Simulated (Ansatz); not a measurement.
**Lattice parameter a of Ti (model structure, started from the beta-W type, Pm-3n, No. 223, 8 atoms in the cell) at several levels of theory**

No measured value is used here.

Q: Put these levels in order of the lattice parameter a that they give for Ti (model structure, started from the beta-W type, Pm-3n, No. 223, 8 atoms in the cell), smallest first: PBE (Ansatz, a first-principles code), PBE-D3(BJ) (Ansatz), PBEsol (Ansatz).

A: PBE-D3(BJ) (5.094 Å), PBEsol (5.118 Å), PBE (5.194 Å)

Ansatz's density-functional and Hartree–Fock values are scalar-relativistic unless marked +SOC, with PAW data made under PBE.

A model structure was made by putting elements into a prototype or built by hand; it is no filed structure, need not be a known phase, and can be a saddle point held by its symmetry.
